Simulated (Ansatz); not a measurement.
## Ansatz (development build ahead of 0.2.0) run

```yaml
crystal:
  periodic: [false, false, false]
  atoms:
    - { symbol: O, position_ang: [0.03074, 0.01964, 0.04028] }
    - { symbol: H, position_ang: [0.89611, 0.01105, -0.21225] }
    - { symbol: H, position_ang: [-0.46611, 0.86279, -0.21695] }
    - { symbol: H, position_ang: [-0.44271, -0.80882, -0.23875] }
basis:
  gaussian: { orbitals: def2-TZVP }
total_charge: 1
hamiltonian:
  xc: hf
correlation:
  method: mp2
  frozen_orbitals: { H: 0, O: 1 }
```

The input is written out in the form of the current development build from the run's settings.

Results

| Property | Result |
| --- | --- |
| Converged | yes |
| Reference energy | -76.33260 hartree |
| Correlation energy | -0.24711 hartree |
| Total energy | -76.57971 hartree |
| Spin squared of the determinant | 0.000 |
